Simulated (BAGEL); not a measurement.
**HF/STO-3G (density fitting with qzvpp-jkfit) run of C3H3FO (SMILES FC1=CCO1)**

What is the vertical ionisation energy of C3H3FO at HF/STO-3G (density fitting with qzvpp-jkfit)? 

The calculation is run with BAGEL 1.2.2.

### Step 1. Starting point

C3H3FO: 8 atoms, total charge 0, spin state singlet. SMILES: `FC1=CCO1`. The coordinates come from a GFN2-xTB relaxation.

Bond lengths: F1–C2 1.317 Å, C2–C3 1.330 Å, C3–C4 1.509 Å, C2–O5 1.363 Å, C4–O5 1.452 Å, C3–H6 1.065 Å, C4–H7 1.088 Å, C4–H8 1.088 Å. Some angles: F1–C2–C3 138.4°, F1–C2–O5 122.1°, C3–C2–O5 99.6°, C2–C3–C4 85.7°, C3–C4–O5 88.0°, C2–O5–C4 86.8°, C2–C3–H6 138.5°, C4–C3–H6 135.9°, C3–C4–H7 116.9°, C3–C4–H8 116.9°.

### Step 2. The energy at HF/STO-3G (density fitting with qzvpp-jkfit)

Input file input.json:

```json
{ "bagel" : [

{
  "title" : "molecule",
  "basis" : "sto-3g",
  "df_basis" : "qzvpp-jkfit",
  "angstrom" : true,
  "geometry" : [
    { "atom" : "F", "xyz" : [       0.186790,       2.109930,       1.066270 ] },
    { "atom" : "C", "xyz" : [       0.072480,       0.950080,       0.452740 ] },
    { "atom" : "C", "xyz" : [       0.326160,      -0.332520,       0.696100 ] },
    { "atom" : "C", "xyz" : [      -0.214160,      -0.584700,      -0.690040 ] },
    { "atom" : "O", "xyz" : [      -0.433550,       0.845360,      -0.808320 ] },
    { "atom" : "H", "xyz" : [       0.721600,      -0.931400,       1.482800 ] },
    { "atom" : "H", "xyz" : [       0.495560,      -0.929750,      -1.439100 ] },
    { "atom" : "H", "xyz" : [      -1.154890,      -1.127000,      -0.760450 ] }
  ]
},

{
  "title" : "hf"
},

{
  "title" : "print",
  "file" : "orbitals.molden",
  "orbitals" : true
}

]}
```

Launch:

```
BAGEL_NUM_THREADS=1 BAGEL input.json > input.out
```

The log of the run:

```text
* using 1 threads per process

  ===============================================================
  ===============================================================

  *** Geometry ***

  { "atom" : "F", "xyz" : [      0.352982,      3.987190,      2.014958 ] },
  { "atom" : "C", "xyz" : [      0.136967,      1.795391,      0.855555 ] },
  { "atom" : "C", "xyz" : [      0.616353,     -0.628372,      1.315438 ] },
  { "atom" : "C", "xyz" : [     -0.404704,     -1.104923,     -1.303987 ] },
  { "atom" : "O", "xyz" : [     -0.819291,      1.597499,     -1.527503 ] },
  { "atom" : "H", "xyz" : [      1.363626,     -1.760091,      2.802086 ] },
  { "atom" : "H", "xyz" : [      0.936473,     -1.756973,     -2.719505 ] },
  { "atom" : "H", "xyz" : [     -2.182426,     -2.129721,     -1.437042 ] },

  Number of auxiliary basis functions:      433

  Since a DF basis is specified, we compute 2- and 3-index integrals:
    o Being stored without compression. Storage requirement is 0.003 GB

  Number of basis functions:       28
  Number of electrons      :       38

    * METHOD: MOLECULE                             0.22

  *** RHF ***

  === Nuclear Repulsion ===
   170.3464231699

      * DIIS with orbital gradients will be used.

  === RHF iteration (sto-3g) ===
      0       -285.64814104          0.02167038           0.02
      1       -285.74999367          0.00769329           0.02
      2       -285.76151981          0.00136017           0.02
      3       -285.76238885          0.00046812           0.02
      4       -285.76245821          0.00015810           0.02
      5       -285.76247595          0.00005887           0.02
      6       -285.76247792          0.00001847           0.02
      7       -285.76247815          0.00000709           0.02
      8       -285.76247818          0.00000118           0.02
      9       -285.76247818          0.00000037           0.02
     10       -285.76247818          0.00000015           0.02
     11       -285.76247818          0.00000004           0.02
     12       -285.76247818          0.00000001           0.02
     13       -285.76247818          0.00000000           0.02
    * SCF iteration converged.

    * Permanent dipole moment:
           (   -0.104165,     0.512240,    -0.105083) a.u.

    * METHOD: HF                                   0.38

    * METHOD: PRINT                                0.01

  ===============================================================
```

Wall time 0.77 s (1 thread of Arm Neoverse N1, shared host).

### Step 3. The doublet cation at the same level

Input file input.json:

```json
{ "bagel" : [

{
  "title" : "molecule",
  "basis" : "sto-3g",
  "df_basis" : "qzvpp-jkfit",
  "angstrom" : true,
  "geometry" : [
    { "atom" : "F", "xyz" : [    0.186790,    2.109930,    1.066270 ] },
    { "atom" : "C", "xyz" : [    0.072480,    0.950080,    0.452740 ] },
    { "atom" : "C", "xyz" : [    0.326160,   -0.332520,    0.696100 ] },
    { "atom" : "C", "xyz" : [   -0.214160,   -0.584700,   -0.690040 ] },
    { "atom" : "O", "xyz" : [   -0.433550,    0.845360,   -0.808320 ] },
    { "atom" : "H", "xyz" : [    0.721600,   -0.931400,    1.482800 ] },
    { "atom" : "H", "xyz" : [    0.495560,   -0.929750,   -1.439100 ] },
    { "atom" : "H", "xyz" : [   -1.154890,   -1.127000,   -0.760450 ] }
  ]
},
{ "title" : "uhf", "charge" : 1, "nopen" : 1 },
{ "title" : "print", "file" : "orbitals.molden", "orbitals" : true }

]}
```

Launch:

```
BAGEL_NUM_THREADS=1 BAGEL input.json > input.out
```

The log of the run:

```text
* using 1 threads per process

  ===============================================================
  ===============================================================

  *** Geometry ***

  { "atom" : "F", "xyz" : [      0.352982,      3.987190,      2.014958 ] },
  { "atom" : "C", "xyz" : [      0.136967,      1.795391,      0.855555 ] },
  { "atom" : "C", "xyz" : [      0.616353,     -0.628372,      1.315438 ] },
  { "atom" : "C", "xyz" : [     -0.404704,     -1.104923,     -1.303987 ] },
  { "atom" : "O", "xyz" : [     -0.819291,      1.597499,     -1.527503 ] },
  { "atom" : "H", "xyz" : [      1.363626,     -1.760091,      2.802086 ] },
  { "atom" : "H", "xyz" : [      0.936473,     -1.756973,     -2.719505 ] },
  { "atom" : "H", "xyz" : [     -2.182426,     -2.129721,     -1.437042 ] },

  Number of auxiliary basis functions:      433

  Since a DF basis is specified, we compute 2- and 3-index integrals:
    o Being stored without compression. Storage requirement is 0.003 GB

  Number of basis functions:       28
  Number of electrons      :       38

    * METHOD: MOLECULE                             0.21

  *** Open-shell HF ***

  === Nuclear Repulsion ===
   170.3464231699

      * DIIS with orbital gradients will be used.

  === UHF iteration (sto-3g) ===
      0       -285.35340145          0.05208670           0.04
      1       -285.49592167          0.02480587           0.04
      2       -285.52018061          0.01144447           0.04
      3       -285.52718632          0.00181264           0.04
      4       -285.52812398          0.00102565           0.04
      5       -285.52886844          0.00101910           0.04
      6       -285.52957989          0.00098176           0.04
      7       -285.53033971          0.00095223           0.04
      8       -285.53328546          0.00093436           0.04
      9       -285.53393503          0.00080040           0.04
     10       -285.53525993          0.00036665           0.04
     11       -285.53497637          0.00061798           0.04
     12       -285.53523783          0.00045621           0.04
     13       -285.53536386          0.00002673           0.04
     14       -285.53536471          0.00002259           0.04
     15       -285.53536485          0.00001114           0.04
     16       -285.53536524          0.00000417           0.04
     17       -285.53536529          0.00000108           0.04
     18       -285.53536529          0.00000042           0.04
     19       -285.53536529          0.00000015           0.04
     20       -285.53536529          0.00000005           0.04
     21       -285.53536529          0.00000002           0.04
     22       -285.53536529          0.00000001           0.04
     23       -285.53536529          0.00000001           0.04
    * SCF iteration converged.

    * S^2 (UHF) is 0.9558

    * Permanent dipole moment:
           (   -0.035434,     1.219875,     0.267578) a.u.

    * METHOD: UHF                                  1.02

    * METHOD: PRINT                                0.00

  ===============================================================
```

It took 1.4 s on 1 thread of Arm Neoverse N1, shared host.

### Step 4. Results

At HF/STO-3G (density fitting with qzvpp-jkfit):

| quantity | value |
| --- | --- |
| singlet C3H3FO: total energy | -285.76248 Eh |
| singlet C3H3FO: dipole moment | 1.36 D |
| singlet C3H3FO: HOMO energy | -7.44 eV |
| singlet C3H3FO: LUMO energy | 8.55 eV |
| singlet C3H3FO: HOMO–LUMO gap | 15.99 eV |
| doublet cation: total energy | -285.53537 Eh |
| doublet cation: ⟨S²⟩ | 0.956 |
| vertical ionisation energy (to the doublet cation) | 6.180 eV |

**Reading.** The vertical ionisation energy comes to 6.18 eV (596 kJ/mol). −ε(HOMO) before ionisation, 7.44 eV, is 1.26 eV above this ionisation energy. In a minimal basis such a difference can be off by several eV, whatever the method. ⟨S²⟩ (doublet cation) is 0.96 where a pure doublet has 0.75: the reference is spin-contaminated.
